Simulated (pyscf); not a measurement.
Cl atom (Cl•) + H₃C–CH₂–CH₂–Cl → Cl–CH₂–CH₂–Cl + methyl (CH₃•), a substitution at C (doublet surface; C–C broken, C–Cl formed). Single points on ωB97X-D3(BJ)/def2-SVP structures (PySCF, gas phase). Energies in kJ/mol from the separated reactants.

AM1 to PM7: differences of heats of formation from MOPAC. Open shells are spin-unrestricted. 

Problem. In single points PM6 puts the saddle at 128.6 kJ/mol and the reaction energy at -2.1 kJ/mol. Should these be trusted to within a few kcal/mol? Compare with ωB97M-D3(BJ)/def2-TZVP.

Solution. ωB97M-D3(BJ)/def2-TZVP gives ΔE‡ = 161.9 kJ/mol and ΔE = +40.0 kJ/mol. PM6 lies 33.3 kJ/mol under it in the barrier and 42.2 kJ/mol under it in the reaction energy, so on this step it does not hold to within 12.6 kJ/mol. ωB97M-D3(BJ)/def2-TZVP has limits of its own. Abstraction by the radical was not located in this set and often lies lower. One saddle was located; it need not be the lowest between these sides. The angle at the attacked C is 161°. Left out: the spin-orbit lowering of Cl.
